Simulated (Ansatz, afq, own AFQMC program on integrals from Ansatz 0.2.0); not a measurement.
Integrals from Ansatz 0.2.0, then the random walk in our own AFQMC program (afq).

```yaml
crystal:
  periodic: [false, false, false]
  atoms:
    - {symbol: Ti, position_ang: [0.000000, 0.000000, 0.000000]}
basis:
  gaussian: {orbitals: def2-TZVPP}
magnetization: {spin_polarized: true, initial_magnetization: 2}
correlation: {method: ccsd_t, electrons: outside_noble_gas, hamiltonian_folder: ham}
```

```sh
$ ansatz run in.yaml --threads 1 --pin off --events-out ev --progress --plain --max-ram 16896MiB --backend cuda --devices 0, --max-vram 18GiB
```

afq runs on the folder ham with

```
--method phaseless --trial cisd --walkers 4000 --populations 20 --least-time 60 --time-step 0.005 --steps-per-block 50 --equilibration-blocks 40 --max-blocks 4000 --target-error 7e-05 --factor-cut 1e-05 --start spin_pure --seed 7613 --release-times 0.24,0.5,1,1.5 --release-step 0.02 --release-every 3 --taylor-order 6
```

Times are imaginary, in 1/Eh. The walk had a cap of 172 s. With eight or more populations the least sampling time is a fifth of least-time, and the error comes from their spread.

afq prints:

```
orbitals 55  electrons 3 1  factors 402 of 434
reference energy -848.39720748 Eh
CCSD correlation -0.05202084 Eh in 12 cycles, weight of the determinant in the CISD state 0.9156
energy of the start -848.449231 Eh
 block  time / (1/Eh)  mean weight  energy / Eh
     1     0.250  1.0001  -848.449291
     2     0.500  1.0000  -848.449474
     3     0.750  0.9999  -848.449668
     4     1.000  1.0001  -848.449844
     5     1.250  0.9999  -848.450048
     7     1.750  1.0000  -848.450254
     9     2.250  0.9999  -848.450454
    11     2.750  1.0000  -848.450711
    15     3.750  1.0000  -848.451024
    19     4.750  0.9998  -848.451166
    23     5.750  1.0000  -848.451195
    27     6.750  0.9998  -848.451294
    31     7.750  1.0000  -848.451376
    35     8.750  1.0002  -848.451123
    39     9.750  1.0000  -848.451346
    43    10.750  1.0000  -848.451176
    47    11.750  0.9998  -848.450991
    51    12.750  1.0000  -848.451116
    55    13.750  0.9999  -848.451240
    59    14.750  1.0001  -848.451403
    61    15.250  1.0001  -848.450982
    63    15.750  0.9999  -848.451036
    65    16.250  0.9999  -848.451600
    67    16.750  0.9995  -848.451134
    71    17.750  0.9998  -848.451136
    75    18.750  0.9999  -848.451103
    79    19.750  0.9998  -848.451351
    83    20.750  1.0002  -848.451328
    87    21.750  1.0001  -848.451004
    89    22.250  0.9995  -848.451251
error from the spread of 20 populations
released: time / (1/Eh)  energy / Eh  error  mean overlap
  0.24  -848.451243  0.000042  1.0017
  0.50  -848.451008  0.000430  1.0006
  1.00  -848.451531  0.000044  1.0054
  1.50  -848.451711  0.000195  1.0062
energy -848.451157 +/- 0.000053 Eh
(rows thinned)
```

The run passed its tests (sampling time, drift between the halves within three errors, error under three times the target), which doesn't prove that it has relaxed.

Against this walk (error 1.4 meV) on the same determinant: CCSD(T) 4.7 meV higher, CCSDT(Q) 14.4 meV lower, full CI 14.6 meV lower. The error is statistical and leaves out the bias of the constraint. The released energies have errors that jump between times, so the bars are unsure (meV from the phaseless value at times in 1/Eh: -2.4 ± 1.1 at 0.24, 4 ± 12 at 0.50, -10.2 ± 1.2 at 1.00, -15 ± 5 at 1.50), so they give no level; they do show a bias of the constraint, and the last of them that isn't too noisy lies 4 meV above full CI. Full CI is exact here, so the walk's 15 meV above it is the walk's own error: the bias of the constraint with this trial.

Cautions: constraint bias not in the error; no relativity below Rb; outer-core shells of the metal frozen.

The walk took 110 s on 1 × NVIDIA H100 80GB HBM3 with 2 threads of AMD EPYC 7R13 Processor (Zen 3) (shared host) (the card was shared). The log's last line is the phaseless energy.

CCSDT and higher add their correlation energy to the determinant of the CCSD(T) run, since their own runs factorise the integrals more tightly (a shift of under 2 meV). A walk keeps the symmetry of its determinant, which the program's search chose and which needn't be the lowest solution, so a lower state of the same spin and another symmetry isn't excluded.
